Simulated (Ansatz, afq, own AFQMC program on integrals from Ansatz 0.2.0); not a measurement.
**PN, singlet: AFQMC among the cluster methods**

```xyz
2

N     0.0000    0.0000    0.0000
P     0.0000    0.0000    2.0300
```

Basis 6-31G. Noble-gas cores (and the filled d shells of Ga–Kr and In–Xe) are frozen. AFQMC by an in-house program on the Cholesky factors that Ansatz 0.2.0 writes for its CCSD(T) run. The CISD trial takes its coefficients from CCSD amplitudes. Released means that phaseless walkers are propagated on without the constraint, phases kept. Uncertainties: one standard error, sampling alone.

Determinant: RHF, the one that the program's search chose, which needn't be the lowest solution. The geometry is a point of a scan.

Full CI on the same integrals is exact in this basis and with this determinant's frozen core.

Cautions: restricted determinant unstable towards unrestricted (UHF 5.08 eV lower, ⟨S²⟩ 2.17); the search met a lower determinant of the same kind, perhaps of another symmetry (713 meV lower), and this one is a saddle point; strong correlation (T1 0.035, weight of the determinant 0.71, largest double 0.31); (T) is large, 8 % of the CCSD correlation; CCSD(T) is in doubt: in a space of 8 electrons in 8 natural orbitals full CI lies 227 meV below it; the released energies are still falling, so no released level is given (meV from the phaseless value at times in 1/Eh: -60 ± 9 at 0.24, -98 ± 8 at 0.51, -143 ± 6 at 0.99, -197 ± 5 at 1.62, -215 ± 10 at 2.40).

The T1 diagnostic is 0.0350. The weight of the determinant in the CISD state is 0.707 and the size of the correlated space is 10 electrons in 16 orbitals.

| level | correlation energy (eV) |
| --- | --- |
| MP2 | -10.3146 |
| CCSD | -8.0250 |
| CCSD(T) | -8.6667 |

(1) Estimate where full CI lies against CCSD(T) on the same integrals.

(1) 1.37 kcal/mol below CCSD(T).

Reference: full CI, correlation energy -8.726 eV.

```csv
level,E − E(reference) (kcal/mol),share of correlation (%)
CCSD(T),1.37,99.32
ph-AFQMC/CISD,6.69 ± 0.24,96.67
```

A walk keeps the symmetry of its determinant, which the program's search chose and which needn't be the lowest solution, so a lower state of the same spin and another symmetry isn't excluded.
